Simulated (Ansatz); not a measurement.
Results of PBE (PAW; Ansatz, a quantum-chemistry and plane-wave program) for trigonal Se.

Run with plane-wave cutoff 520 eV, 12×12×8 k mesh (along the axes of the cell as run), scalar-relativistic PAW data made under PBE.

Cell (measured lattice):

```cif
data_Se3
_chemical_formula_sum 'Se3'
_space_group_name_H-M_alt 'P3121'
_space_group_IT_number 152
_space_group_name_Hall 'P 31 2"'
_cell_length_a 4.36600
_cell_length_b 4.36600
_cell_length_c 4.95400
_cell_angle_alpha 90.000
_cell_angle_beta 90.000
_cell_angle_gamma 120.000
loop_
_atom_site_label
_atom_site_type_symbol
_atom_site_symmetry_multiplicity
_atom_site_Wyckoff_symbol
_atom_site_fract_x
_atom_site_fract_y
_atom_site_fract_z
_atom_site_occupancy
Se1 Se 3 a 0.76851 0.76851 0.00000 1
```

Question: Give the computed elastic constant C44, Voigt–Reuss–Hill shear modulus (Hill average), elastic constant C11, elastic constant C66, Voigt–Reuss–Hill bulk modulus, elastic constant C12, elastic constant C13 and elastic constant C33.

Answer: 
* **elastic constant C44**: 18.7 GPa
* **Voigt–Reuss–Hill shear modulus (Hill average)**: 9.08 GPa
* **elastic constant C11**: 16.2 GPa
* **elastic constant C66**: 4.92 GPa
* **Voigt–Reuss–Hill bulk modulus**: 15.7 GPa
* **elastic constant C12**: 6.35 GPa
* **elastic constant C13**: 15.9 GPa
* **elastic constant C33**: 76.1 GPa

Note: the cell isn't this level's own, so it is under some stress, which shifts stiffness and frequencies.

Elastic constants are with the ions relaxed.

Static lattice: no zero-point or thermal effects.

Cost on a shared machine: around 80 core-minutes (rough).
